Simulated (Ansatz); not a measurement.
Start from `[SiH3][AlH][Cl]` and change one atom or group to get `[NH2][AlH][SiH3]`.

Ansatz, PBE0-D4/def2-TZVP geometries, multiplicity 1. Each molecule was computed in one conformer, which needn't be the lowest.

```
                                      property  `[SiH3][AlH][Cl]`
         LUMO energy (ωB97M-V/def2-TZVPP) / eV              -0.34
            LUMO energy (PBE0/def2-TZVPP) / eV              -2.02
             LUMO energy (PBE/def2-TZVPP) / eV              -2.77
size of the dipole moment (PBE/def2-TZVPP) / D               1.17
         HOMO–LUMO gap (B3LYP/def2-TZVPP) / eV               5.41
             HOMO energy (PBE/def2-TZVPP) / eV              -6.69
```

(1) What does the change do to each property? (An estimate is asked.)

Answers

(1) Ansatz gave: 
| property | `[NH2][AlH][SiH3]` | shift |
| --- | --- | --- |
| LUMO energy (ωB97M-V/def2-TZVPP) / eV | 0.54 | 0.88 |
| LUMO energy (PBE0/def2-TZVPP) / eV | -1.13 | 0.89 |
| LUMO energy (PBE/def2-TZVPP) / eV | -1.87 | 0.90 |
| size of the dipole moment (PBE/def2-TZVPP) / D | 1.63 | 0.46 |
| HOMO–LUMO gap (B3LYP/def2-TZVPP) / eV | 6.02 | 0.61 |
| HOMO energy (PBE/def2-TZVPP) / eV | -6.34 | 0.35 |

With PBE0 the HOMO rises by 0.29 eV and the LUMO rises by 0.89 eV, so the gap widens by about 0.60 eV. PBE moves the HOMO by 0.35 eV and ωB97M-V by 0.28 eV. The zero-point energy changes by 64.2 kJ/mol with +6 modes. Dipoles are sizes alone; their direction can turn.

B3LYP here is the variant with VWN-RPA as its local correlation; programs differ in this.
